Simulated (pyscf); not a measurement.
HO–SiH₂–F + ammonia (NH₃) -> H₂N–SiH(OH)–F + hydrogen (H₂) (four-centre exchange; singlet surface; H–Si, H–N broken, N–Si, H–H formed). Single points on ωB97X-D3(BJ)/def2-SVP structures (PySCF, gas phase). Energies in kcal/mol from the separated reactants.

```csv
level,barrier,reaction energy
ωB97X-D3(BJ)/def2-TZVP,35.7,-14.1
PBE/def2-TZVP,___,___
r²SCAN/def2-TZVP,32.2,-14.7
B3LYP-D3(BJ)/def2-TZVP,___,-13.5
PBE0-D3(BJ)/def2-TZVP,32.5,-13.0
HF/def2-TZVP,56.0,-10.7
```

Problem. Some entries are withheld; supply them.

Solution. 
- PBE/def2-TZVP, barrier: 30.8
- PBE/def2-TZVP, reaction energy: -12.2
- B3LYP-D3(BJ)/def2-TZVP, barrier: 36.2

The functionals in the table span 5.4 kcal/mol in this barrier, from PBE to B3LYP-D3(BJ). On the reactant side the descent ends in a complex, 4.9 kcal/mol under the separated species and 40.5 kcal/mol under the saddle at ωB97X-D3(BJ)/def2-TZVP. At the saddle there is also a short H–Si contact that neither side keeps. The same reactants have a lower exit, to H₂N–SiH₂–OH + HF (barrier +23.6 kcal/mol at ωB97M-D3(BJ)/def2-TZVP, against +35.5 kcal/mol here). One saddle was located; it need not be the lowest between these sides.
